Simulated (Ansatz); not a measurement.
# How far each method lies from full CI for B2H, quartet

Geometry: a point of a stretch scan, not a stationary point.

| atom | x (Å) | y (Å) | z (Å) |
| --- | --- | --- | --- |
| B | 0.0000 | 0.0000 | 0.2949 |
| B | 0.0000 | 0.0000 | -1.7681 |
| H | 0.0000 | 0.0000 | 1.4732 |

Basis 6-31G; Ansatz 0.2.0. Only valence electrons are correlated (noble-gas cores frozen), which leaves 7 electrons in 18 orbitals. R marks a restricted (for open shells ROHF) determinant, U an unrestricted one. Active spaces: valence = (7e, 9o) chosen from the atoms' valence shells; pair = (5e, 5o) about the gap.

Full CI is exact within this basis and frozen core; it isn't the basis-set limit. The frozen core follows each run's orbitals, which can shift R against U totals by a few meV.

Coupled cluster chose its determinant by trial CCSD, here up to 0.23 eV above the lowest Hartree–Fock solution of its kind, and MP2 stands on that determinant too.

- UHF ⟨S²⟩: 3.781
- ⟨S²⟩ of the determinant under UCCSD: 3.778
- T1 diagnostic (RCCSD): 0.0699
- largest doubles amplitude (RCCSD): 0.167
- T1 diagnostic (UCCSD): 0.0275

| level | E − E(determinant under the R cluster runs) (eV) |
| --- | --- |
| RMP2 | -2.3558 |
| UMP2 | -2.4444 |
| RCCSD | -3.1350 |
| UCCSD | -3.1446 |
| RCCSD(T) | -3.2700 |
| UCCSD(T) | -3.2723 |

Problem. Estimate how far full CI in 6-31G lies from RCCSD(T). The table doesn't fix it; the size of (T) and the diagnostics are the guide.

Solution. Full CI in 6-31G lies 6.9 kJ/mol below RCCSD(T), which is 53 % of the (T) step (-13.0 kJ/mol). T1 is raised, a doubles amplitude is large, and the rest is a large part of (T). The miss exceeds 1 kcal/mol.

The other levels:

```json
{"level": "BCCD(T)", "E − E(full CI) (kJ/mol)": "7.5", "share of correlation (%)": "97.66", "wall time": "0.72 s"}
{"level": "RCCSDT", "E − E(full CI) (kJ/mol)": "3.4", "share of correlation (%)": "98.95", "wall time": "–"}
{"level": "UCCSDT", "E − E(full CI) (kJ/mol)": "3.2", "share of correlation (%)": "99.02", "wall time": "–"}
{"level": "RCCSDT(Q)", "E − E(full CI) (kJ/mol)": "1.2", "share of correlation (%)": "99.62", "wall time": "2.6 s"}
{"level": "UCCSDT(Q)", "E − E(full CI) (kJ/mol)": "1.2", "share of correlation (%)": "99.63", "wall time": "2.1 s"}
{"level": "RCCSDTQ", "E − E(full CI) (kJ/mol)": "0.2", "share of correlation (%)": "99.93", "wall time": "15 s"}
{"level": "UCCSDTQ", "E − E(full CI) (kJ/mol)": "0.2", "share of correlation (%)": "99.94", "wall time": "13 s"}
{"level": "CASSCF (valence space)", "E − E(full CI) (kJ/mol)": "62.0", "share of correlation (%)": "80.77", "wall time": "–"}
{"level": "NEVPT2 (valence space)", "E − E(full CI) (kJ/mol)": "18.9", "share of correlation (%)": "94.14", "wall time": "1.9 s"}
{"level": "NEVPT4(SD) (valence space)", "E − E(full CI) (kJ/mol)": "2.9", "share of correlation (%)": "99.09", "wall time": "3 s"}
{"level": "MRCISD (valence space)", "E − E(full CI) (kJ/mol)": "1.5", "share of correlation (%)": "99.54", "wall time": "–"}
{"level": "MRCISD+Q (valence space)", "E − E(full CI) (kJ/mol)": "0.5", "share of correlation (%)": "99.83", "wall time": "3.2 s"}
```

The correlation energy at full CI, counted from the determinant under the R cluster runs, is -3.342 eV. That run took 4.3 s on 1 thread of Arm Neoverse V1, shared host over 331,072 determinants.

Run but not shown, since their state, orbitals or frozen core can't be matched to the reference's or they repeat it: RHF, UHF, CISD, CISDTQ, CASSCF (pair space), NEVPT2 (pair space), MRCISD (pair space), MRCISD+Q (pair space).

Times hold each run's SCF and search for its determinant on a shared host, so for small cases they say little of a method's own cost; they ran on 1 thread of Arm Neoverse V1. Some runs computed forces too.

The full-CI state has the irrep A2 of C2v, in the program's axes (one component, if the state is degenerate).

Natural occupations of full CI about the gap: 1.963 1.909 0.999 0.942 0.942 0.076 0.076 0.052 0.018 0.006; effectively unpaired electrons, Σ n²(2−n)², 3.08.
